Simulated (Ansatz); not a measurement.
# SiNH₅ (singlet): wave-function methods side by side at distance Si1–N2 = 1.720 Å, cc-pVTZ

One table from this session's results is given with a row withheld; the runs are named, their logs left out.

Program: Ansatz 0.2.0, Gaussian basis. Level of theory: cc-pVTZ, core rule «outside noble gas», up to 6 orbitals frozen. These are calculated values, not measurements.

The runs, in order: UHF; CCSD(T) on RHF; BCCD(T) on RHF; CCSDT(Q) on RHF.

## What is computed

The geometry derives from a PBE0/def2-TZVP stationary point (not a proven minimum). One bond is set to the value named and the two fragments are kept rigid.

7 atoms, charge 0, spin multiplicity 1.

Atoms are counted from 1 here; the program's logs count them from 0.

Bond lengths: Si1–N2 1.720 Å, Si1–H3 1.486 Å, Si1–H4 1.486 Å, Si1–H5 1.494 Å, N2–H6 1.007 Å, N2–H7 1.007 Å. Angles: N2–Si1–H3 107.9°, N2–Si1–H4 107.9°, N2–Si1–H5 116.0°, H3–Si1–H4 110.5°, H3–Si1–H5 107.3°, H4–Si1–H5 107.3°, Si1–N2–H6 119.6°, Si1–N2–H7 119.6°, H6–N2–H7 110.6°.

Geometry (Å):

```mol
H5NSi
  3D, bonds by distance, orders not assigned

  7  6  0  0  0  0  0  0  0  0999 V2000
   -0.0113    0.0000    0.5726 Si  0  0
    0.0538    0.0000   -1.1465 N   0  0
    0.6843   -1.2207    1.0558 H   0  0
    0.6843    1.2207    1.0558 H   0  0
   -1.3785   -0.0000    1.1752 H   0  0
   -0.2111   -0.8283   -1.6548 H   0  0
   -0.2111    0.8283   -1.6548 H   0  0
  1  2  8  0
  1  3  8  0
  1  4  8  0
  1  5  8  0
  2  6  8  0
  2  7  8  0
M  END
```

Set-up of the first run:

in.yaml reads:

```yaml
crystal:
  periodic: [false, false, false]
  atoms:
    - {symbol: Si, position_ang: [-0.011347, 0.000000, 0.572608]}
    - {symbol: N, position_ang: [0.053849, 0.000000, -1.146526]}
    - {symbol: H, position_ang: [0.684273, -1.220684, 1.055828]}
    - {symbol: H, position_ang: [0.684271, 1.220686, 1.055828]}
    - {symbol: H, position_ang: [-1.378529, -0.000001, 1.175249]}
    - {symbol: H, position_ang: [-0.211071, -0.828320, -1.654829]}
    - {symbol: H, position_ang: [-0.211072, 0.828319, -1.654829]}
basis:
  gaussian: {orbitals: cc-pVTZ}
magnetization: {spin_polarized: true, initial_magnetization: 0}
hamiltonian: {xc: hf}
output: {orbitals: {seedname: orbitals}}
```

The run is started by

```bash
ansatz run in.yaml --threads 1 --pin off --events-out ev --progress --plain --max-ram 2816MiB --backend cpu
```

Steps of the session up to this table: UHF; CCSD(T) on RHF; BCCD(T) on RHF; CCSDT(Q) on RHF.

One of the session's tables, all rows but one given; the rest of the session is left out.

It belongs to the step «Misses and costs». 

| method | from RCCSDT(Q) (kJ/mol) |
| --- | --- |
| RHF | ? |
| RMP2 | +116.4 |
| RCCSD | +35.3 |
| RCCSD(T) | +3.1 |
| BCCD(T) | +2.9 |
| RCCSDT | +1.3 |
| RCCSDT(Q) | 0 |

Q: Estimate the row for RHF from the others.

As computed: from RCCSDT(Q) (kJ/mol): +1041.1. In the column «from RCCSDT(Q) (kJ/mol)» it is the highest.
